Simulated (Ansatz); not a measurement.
This Ansatz (a program for electronic structure) input (CCSD(T)/cc-pwCVTZ) gives -535.66505 Eh with 130 basis functions. A basis named .json is the Basis Set Exchange file of that set (core-valence sets with the plain set on hydrogen).

Ansatz 0.2 input:
```yaml
crystal:
  periodic: [false, false, false]
  atoms:
    - {symbol: O, position_ang: [-0.02110053, 1.07219571, -0.07455918]}
    - {symbol: H, position_ang: [-0.94565317, 1.39081582, 0.04769402]}
    - {symbol: Cl, position_ang: [0.03136922, -0.67222547, -0.00316626]}
    - {symbol: H, position_ang: [0.58118065, 1.45945141, 0.60260595]}
basis:
  gaussian:
    orbitals: cc-pwCVTZ.json
total_charge: 1
magnetization: {spin_polarized: false}
correlation: {method: ccsd_t, electrons: outside_noble_gas}
```

Change:
```diff
- orbitals: cc-pwCVTZ.json
+ orbitals: cc-pV_T+d_Z.json
```

### Question
What does the run give now?

### Answer
-535.65659 Eh (CCSD(T)/cc-pV(T+d)Z, 97 functions), a change of +8.46 mEh.
